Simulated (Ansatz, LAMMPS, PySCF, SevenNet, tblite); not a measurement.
**Zinc-blende GaAs, cohesive energy**

Reference value: 3.34 eV/atom (measured, static lattice: zero-point vibration energy added, our sources range from 3.34 to 3.39; as tabulated in Mejia-Rodriguez and Trickey (2018), arXiv:1807.09216).

```csv
level (code),value (eV/atom),cell (Å³/atom),error (eV/atom)
BOP GaAs.bop.table (LAMMPS),3.37,22.71,+0.03
GFN2-xTB (tblite),3.85,27.62,+0.51
SevenNet-0,3.22,23.78,-0.12
LDA (Ansatz),4.04,21.99,+0.70
PBE (Ansatz),3.15,23.71,-0.19
rVV10 (Ansatz),3.37,24.13,+0.03
r²SCAN+rVV10 (Ansatz),3.49,22.50,+0.15
B3LYP (VWN-RPA form) (Ansatz),2.81,23.95,-0.53
PBE0 (PySCF),3.08 ± 0.1,22.73,-0.26
Hartree–Fock (PySCF),1.75 ± 0.1,23.68,-1.59
MP2 (PySCF),3.61 ± 0.2,23.12,+0.27
CCSD (PySCF),3.24 ± 0.2,23.34,-0.10
```

Leaving aside GFN2-xTB (doubt noted below), SevenNet-0 (doubt noted below): Once the reference is moved by up to 0.05 eV/atom (a margin picked here for doubts on the reference and the settings) and values within 0.03 eV/atom count as equal, the nearest can be BOP GaAs.bop.table (+0.03 eV/atom), rVV10 (+0.03 eV/atom) or CCSD (-0.10 eV/atom). Farthest off among them: Hartree–Fock (-1.59 eV/atom).

Free atoms are spin-polarised, in the lowest state found; at levels without +SOC their spin–orbit coupling is left out.  A ± on a computed value is a rough bar: the spread of its extrapolation, a floor set from checks against published values, or a statistical error. GFN2-xTB: the free atoms are run in the same model without spin. GFN2-xTB: the method was fitted mainly to molecules. GFN2-xTB: the run uses a supercell at the zone centre in place of a k mesh. SevenNet-0: free atoms can lie outside what these potentials were trained on. Each level is taken at its own relaxed cell. Cutoffs and k meshes differ between the levels. Ansatz's density-functional and Hartree–Fock values are scalar-relativistic unless marked +SOC, with PAW data made under PBE.

Empirical potentials (BOP GaAs.bop.table) are fitted to chosen data: where that held the value shown, agreement is built in, and what lay outside the fit can be far off. Machine-learned potentials (SevenNet-0) are trained on DFT data: a solid inside that data is no test of them.

Differences are worked out from the printed values.

Ansatz is a first-principles code.
